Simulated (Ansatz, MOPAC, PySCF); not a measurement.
Reaction (SMILES): FC(C#N)(F)F + H+ -> C(#[NH+])C(F)(F)F (at N, the best of the heteroatom sites tried; carbon was not tried)

Quantity: proton affinity (enthalpy at 298 K), in kcal/mol. Positive where the reaction releases energy. Conventions: 6-311+G** with 5d; frozen cores in correlated levels; PM7 with its own dispersion and hydrogen-bond terms; no spin-orbit coupling; LANL2DZ all-electron up to Ne; non-relativistic; dispersion terms only where a functional's name holds one; 6-31G* and kin with 6d, 5d where marked. CBS(X,Y): correlation extrapolated as X^-3; Hartree-Fock from the larger set. The bracket is a focal-point correction in the basis named. Ab initio and DFT rows: single points at B3LYP-D3(BJ) geometries (Ansatz, a first-principles code), with unscaled harmonic terms from B3LYP/6-31G* (Ansatz) at its own minima. Semi-empirical rows: MOPAC heats of formation at their own minima for 298 K, the proton's as measured.

Coupled cluster (Ansatz) is a level with limits of its own, used here on species with T1 under 0.025 (0.045 for open shells) and stable references: RI-MP2/CBS(cc-pVTZ,cc-pVQZ)+[CCSD(T)-MP2]/cc-pVTZ.

Value to compare with, RI-MP2/CBS(cc-pVTZ,cc-pVQZ)+[CCSD(T)-MP2]/cc-pVTZ (Ansatz): 161.9 kcal/mol.

| level | program | proton affinity (enthalpy at 298 K) (kcal/mol) | difference |
|---|---|---|---|
| PM3 | MOPAC | 172.0 | 10.1 |
| PM7 | MOPAC | 171.4 | 9.5 |
| HF/STO-3G | Ansatz | 194.1 | 32.2 |
| SVWN5/6-31G* | Ansatz | 162.3 | 0.4 |
| PBE/LANL2DZ | Ansatz | 156.7 | -5.2 |
| BP86/6-31G* (5d) | PySCF | 166.2 | 4.3 |
| B3LYP/6-31G | Ansatz | 158.5 | -3.4 |
| B3LYP/6-31G* | Ansatz | 164.7 | 2.8 |
| B3LYP/6-31+G* | Ansatz | 158.1 | -3.8 |
| B3LYP/6-31G** | Ansatz | 167.1 | 5.2 |
| PBE0/6-311+G** | Ansatz | 161.4 | -0.5 |
| M06-2X/6-31G* (5d) | PySCF | 161.3 | -0.6 |
| MP2/STO-3G | Ansatz | 196.7 | 34.8 |
| B3PW91/6-31G* (5d) | PySCF | 165.8 | 3.9 |
| B3LYP-D3(BJ)/def2-TZVPD | Ansatz + dftd3 | 163.0 | 1.1 |
| PBE0/def2-TZVPD | Ansatz | 164.1 | 2.2 |
| wB97M-V/def2-TZVPD | Ansatz | 160.3 | -1.6 |

Among the 14 habitual levels, MP2/STO-3G lies farthest from RI-MP2/CBS(cc-pVTZ,cc-pVQZ)+[CCSD(T)-MP2]/cc-pVTZ (Ansatz) (34.8 kcal/mol); 9 of 14 lie above it, and their mean absolute difference is 8.3 kcal/mol, the median 4.1. One case shows no general order.

The levels are drawn from those run, B3LYP/6-31G* more often than the rest, none by its result; left out are runs that failed, that the program found above a lower state of the same kind, or whose <S^2> lies over 0.5 above the pure value.
